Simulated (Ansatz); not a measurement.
# Worked example: correlation energy of SiAsH₃⁺ (H-bridged), doublet

Geometry: that of the SiAsH3 (H-bridged), singlet, kept fixed.

```yaml
atoms:
  - { symbol: Si, position_ang: [-0.0418, 0.0000, 1.5269] }
  - { symbol: As, position_ang: [-0.0034, 0.0000, -0.6438] }
  - { symbol: H, position_ang: [1.2924, 0.0000, 0.4670] }
  - { symbol: H, position_ang: [0.0615, 1.1927, 2.4197] }
  - { symbol: H, position_ang: [0.0615, -1.1927, 2.4197] }
```

Basis cc-pVDZ; Ansatz 0.2.0. Correlated methods freeze the noble-gas cores and the filled d shells of p-block atoms, which leaves 11 electrons in 41 orbitals. R marks a restricted (for open shells ROHF) determinant, U an unrestricted one. No spin–orbit coupling is included, and no scalar relativity.

Full CI isn't at hand for all of this; UCCSDT(Q) serves as the reference, and is uncertain by about the last step of the cluster series.

Runs differ by some tens of microhartree through their thresholds and, for an open shell, their frozen cores, so steps under 0.03 kcal/mol mean nothing.

```
    level  total energy (hartree)
      UHF            -2524.525423
     UMP2            -2524.699008
    UCCSD            -2524.737640
 UCCSD(T)            -2524.744432
   UCCSDT            -2524.745700
UCCSDT(Q)            -2524.746069
```

Question: What is the correlation energy at UCCSDT(Q), and what share of it do UMP2 and UCCSD(T) recover?

Answer: E(corr) = -2524.746069 − (-2524.525423) = -0.220646 hartree = -6.004 eV. UMP2: -0.173585 / -0.220646 = 78.67 %. UCCSD(T): -0.219009 / -0.220646 = 99.26 %.

Question: By how many kcal/mol does UCCSD(T) miss UCCSDT(Q) (1 hartree = 627.509 kcal/mol), and which steps make up the rest?

Answer: -2524.744432 − (-2524.746069) = 0.001637 hartree = 1.03 kcal/mol. Steps: UCCSDT − UCCSD(T) = -0.80, UCCSDT(Q) − UCCSDT = -0.23 kcal/mol. Differences between like states or geometries often cancel part of this.
